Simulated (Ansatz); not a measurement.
Input file for Ansatz (a first-principles code): R-B3LYP/def2-TZVPPD on CH5N (SMILES CN) with ghost functions. Files ending in .json are basis or fitting sets from the Basis Set Exchange.

Ansatz 0.2 input:
```yaml
crystal:
  periodic: [false, false, false]
  atoms:
    - {symbol: N, position_ang: [1.34054407, 0.63695793, -0.01245248]}
    - {symbol: H, position_ang: [1.71116407, 1.14473493, 0.78068052]}
    - {symbol: H, position_ang: [1.71128707, 1.10129693, -0.83171048]}
    - {symbol: C, position_ang: [1.81829607, -0.74907507, 0.02500952]}
    - {symbol: H, position_ang: [1.42641207, -1.28310107, -0.83718248]}
    - {symbol: H, position_ang: [2.90500807, -0.85581007, 0.02804352]}
    - {symbol: H, position_ang: [1.42617007, -1.23580507, 0.91464152]}
basis:
  gaussian:
    orbitals: def2-TZVPPD.json
    ghost_atoms:
      - {symbol: O, position_ang: [-1.40175993, 0.70994193, -0.00312848]}
      - {symbol: H, position_ang: [-0.42921593, 0.73582193, -0.00817548]}
      - {symbol: C, position_ang: [-1.77151093, -0.64980407, -0.00790048]}
      - {symbol: H, position_ang: [-2.85776393, -0.69908407, -0.00364948]}
      - {symbol: H, position_ang: [-1.41824593, -1.18054007, -0.89725748]}
      - {symbol: H, position_ang: [-1.41091993, -1.18870907, 0.87356552]}
hamiltonian:
  xc: {name: B3LYP}
scf: {lower_state_search: off}
```

The head of its log:

```
WARN ansatz: RAYON_NUM_THREADS=1 ignored (pool sized by the plan → 1); use --threads N
Functional definition: B3LYP
these checks for a lower state are left out or cut short: stability, starts, cluster_reference, orbital_swaps, neighbouring_geometries, increment
integrals: 0.20 GiB planned
1194 factors; their error is unknown
mean field: 1.95 GiB planned
mean field evaluation 1: about -2601.9921 eV, gradient 6.1e1 eV
mean field evaluation 2: about -2590.9468 eV, gradient 9.0e1 eV
```

### Question
Predict the final total energy.

### Answer
-95.9057 hartree.
